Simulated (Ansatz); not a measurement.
# AlH3Cl (doublet): wave-function methods side by side at distance Al1–H4 along a hydrogen transfer = 1.702 Å, cc-pVDZ

The task here is to estimate one member of a computed series from the others.

The runs use Ansatz 0.2.0, Gaussian basis; cc-pVDZ, core rule «outside noble gas», up to 10 orbitals frozen.

The runs, in order: UHF; CCSD(T) on ROHF; CCSD(T) on UHF; BCCD(T) on ROHF; CISD; CCSDT(Q) on ROHF; CCSDT(Q) on UHF; CASSCF and MRCISD+Q, 3 electrons in 3 orbitals; CASSCF and NEVPT2, 3 electrons in 3 orbitals.

13 further runs of the same task are left out: 9 for a known fault of the program, 4 that didn't finish.

## What is computed

The geometry derives from fragments relaxed apart (PBE0/def2-TZVP) and kept rigid, so it is no stationary point. A hydrogen atom is moved between rigid fragments.

5 atoms, charge 0, spin multiplicity 2.

Atoms are counted from 1 here; the program's logs count them from 0.

Bond lengths: Al1–H2 1.586 Å, Al1–H3 1.586 Å, Al1–H4 1.702 Å. Angles: H2–Al1–H3 120.0°, H2–Al1–H4 120.0°, H3–Al1–H4 120.0°.

Set-up of the first run:

The input, in.yaml:

```yaml
crystal:
  periodic: [false, false, false]
  atoms:
    - {symbol: Al, position_ang: [-1.812937, 0.000000, 0.000000]}
    - {symbol: H, position_ang: [-2.605861, 1.373384, 0.000000]}
    - {symbol: H, position_ang: [-2.605861, -1.373384, 0.000000]}
    - {symbol: H, position_ang: [-0.110937, 0.000000, 0.000000]}
    - {symbol: Cl, position_ang: [1.531063, 0.000000, 0.000000]}
basis:
  gaussian: {orbitals: cc-pVDZ}
magnetization: {spin_polarized: true, initial_magnetization: 1}
hamiltonian: {xc: hf}
output: {orbitals: {seedname: orbitals}}
```

Run with:

```
> ansatz run in.yaml --threads 1 --pin off --events-out ev --progress --plain --max-ram 2393MiB
```

Steps of the session up to this table: UHF; CCSD(T) on ROHF; CCSD(T) on UHF; BCCD(T) on ROHF; CISD; CCSDT(Q) on ROHF; CCSDT(Q) on UHF; CASSCF and MRCISD+Q, 3 electrons in 3 orbitals; CASSCF and NEVPT2, 3 electrons in 3 orbitals.

One table of the session follows, with a row left open; its other results are not shown here.

```
       method  from UCCSDT(Q) (meV)
         ROHF               +6948.0
          UHF               +6764.0
         RMP2               +1102.7
         UMP2               +1161.3
         CISD                +699.4
        RCCSD                     ?
        UCCSD                +142.5
     RCCSD(T)                 +31.3
     UCCSD(T)                 +31.7
      BCCD(T)                 +31.2
       RCCSDT                 +10.0
       UCCSDT                  +9.4
    RCCSDT(Q)                  +0.2
    UCCSDT(Q)                     0
  CASSCF pair               +6475.0
  NEVPT2 pair               +1106.2
  MRCISD pair                +619.3
MRCISD+Q pair                 +44.4
```

Q: Estimate the row for RCCSD from the others.

The run gave: from UCCSDT(Q) (meV): +147.6. In the column «from UCCSDT(Q) (meV)» it lies between UCCSD (+142.5) and MRCISD pair (+619.3).

Limits of these values: Restricted and unrestricted rows rest on different reference determinants; where their highest levels disagree by more than a few hundredths of an eV, they describe different states and don't form one ladder.
